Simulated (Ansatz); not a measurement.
## [OH···H···SiH3], doublet in cc-pVDZ: errors against UCCSDT(Q)

Geometry: a point of a hydrogen-transfer path between rigid fragments, not a stationary point.

```csv
atom,x (Å),y (Å),z (Å)
O,-1.9643,-0.0190,0.0000
H,-2.2136,0.9076,0.0000
H,-1.0047,-0.0190,0.0000
Si,1.0707,-0.0190,0.0000
H,1.5207,-1.4353,0.0000
H,1.5207,0.6891,-1.2265
H,1.5207,0.6891,1.2265
```

Basis cc-pVDZ; Ansatz 0.2.0. Only valence electrons are correlated (noble-gas cores frozen), which leaves 15 electrons in 51 orbitals. R marks a restricted (for open shells ROHF) determinant, U an unrestricted one. Active spaces: pair = (3e, 3o) about the gap.

Full CI isn't at hand for all of this; UCCSDT(Q) serves as the reference, and is uncertain by about the last step of the cluster series. The frozen core follows each run's orbitals, which can shift R against U totals by a few meV.

For open shells CISD is restricted-active-space CI with the open shells as a complete middle space.

```
UHF ⟨S²⟩                          : 0.756
T1 diagnostic (RCCSD)             : 0.0149
largest doubles amplitude (RCCSD) : 0.040
T1 diagnostic (UCCSD)             : 0.0115
```

```
                level  E − E(UCCSDT(Q)) (kJ/mol)  share of correlation (%)     wall time
                  RHF                      911.9                      0.00             –
                  UHF                      906.4                      0.61             –
                 RMP2                      113.0                     87.60             –
                 UMP2                      112.9                     87.62             –
                 CISD                       99.0                     89.14         6.5 s
                RCCSD                       19.5                     97.86             –
                UCCSD                       19.4                     97.87             –
             RCCSD(T)                        3.7                     99.59         1.8 s
             UCCSD(T)                        3.7                     99.60         1.6 s
              BCCD(T)                        3.7                     99.60           2 s
               RCCSDT                        1.5                     99.83             –
               UCCSDT                        1.5                     99.83             –
            RCCSDT(Q)                        0.1                     99.99    6 s (H100)
  CASSCF (pair space)                      857.2                      6.00             –
  NEVPT2 (pair space)                      113.1                     87.60         1.5 s
  MRCISD (pair space)                       89.7                     90.16             –
MRCISD+Q (pair space)                       12.1                     98.67  1.9 s (H100)
```

The correlation energy at UCCSDT(Q), counted from RHF, is -9.451 eV. That run took 5.5 s on 2 threads of AMD EPYC 7R13 with a shared H100 80 GB, shared host.

Times hold each run's SCF and search for its determinant on a shared host, so for small cases they say little of a method's own cost; rows without a card ran on 1 thread of AMD EPYC 7R13.
